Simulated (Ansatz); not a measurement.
**FHSSi: an energy map over two coordinates**

How does the energy of FHSSi, SMILES F[SiH]=S change over two coordinates at once? A grid of runs gives the map.

Computed with Ansatz 0.2.0. Level: RKS CAM-B3LYP-D4/def2-TZVP.

### Step 1. The starting structure

SMILES `F[SiH]=S`, 4 atoms, charge 0, spin multiplicity 1.

Atoms are counted from 1 here; the program's logs count them from 0.

Bond lengths: S1–Si2 1.947 Å, Si2–F3 1.630 Å, Si2–H4 1.494 Å. Angles: S1–Si2–F3 126.2°, S1–Si2–H4 130.0°, F3–Si2–H4 103.8°.

As a file:

```xyz
4
charge 0, multiplicity 1
S     0.7941   -1.1172    1.5094
Si    0.0642   -0.0265    0.0708
F    -1.3158   -0.3128   -0.7486
H     0.5905    1.2289   -0.5441
```

### Step 3. Plan of the scan

- umbrella angle at Si2 (between each of its bonds and their common axis; 90 is planar): 15 values from 66.0 to 114.0 °
- change of the bonds Si2–S1, Si2–F3, Si2–H4, all alike: 15 values from −0.182 to 0.281 Å

Nothing else is relaxed (all other coordinates rigid). Energies count from the relaxed molecule at the same level. Points are written as (first, second).

(The set-up runs are not shown.)

### Step 4. Grid point (93.4°, 0.149 Å)

input.yaml reads:

```yaml
crystal:
  periodic: [false, false, false]
  atoms:
    - { symbol: S, position_ang: [0.772954, -1.110504, 1.670774] }
    - { symbol: Si, position_ang: [0.055342, -0.029153, 0.066233] }
    - { symbol: F, position_ang: [-1.45841, -0.27577, -0.733854] }
    - { symbol: H, position_ang: [0.583417, 1.377706, -0.526674] }
basis:
  gaussian: { orbitals: def2-TZVP }
hamiltonian:
  xc: { name: CAM-B3LYP }
  dispersion: d4
output:
  forces: true
```

Command:

```console
> ansatz run input.yaml --threads 1 --pin off --max-ram 2560MiB --backend cpu --events-out ev --progress --plain --runs-dir out
```

The session goes on with these runs: the other points that were computed.

Before running it: what results should come out? Wanted: lowest point; highest computed point; dipole moment.

As calculated:

```
               quantity                                                                            value
           lowest point                                                     (90.0°, 0.017 Å), 1.2 kJ/mol
 highest computed point                                   (66.0°, −0.182 Å), 399 kJ/mol above the lowest
      dipole moment (D)  2.22 at (90.0°, −0.149 Å) to 2.96 at (66.0°, 0.281 Å); 2.28 at the lowest point
time for the whole task                                                 3.3 min on 1 thread, shared host
```

In words: The lowest computed point is at (90.0°, 0.017 Å), 1.2 kJ/mol from the relaxed molecule at the same level. The grid is coarse, so the lowest point of the scanned range may lie between grid points; coordinates that were held can hide deeper minima. No other kind of well shows on this grid. The highest computed point, (66.0°, −0.182 Å), lies 399 kJ/mol above the lowest. Round the minimum the two coordinates are nearly uncoupled.
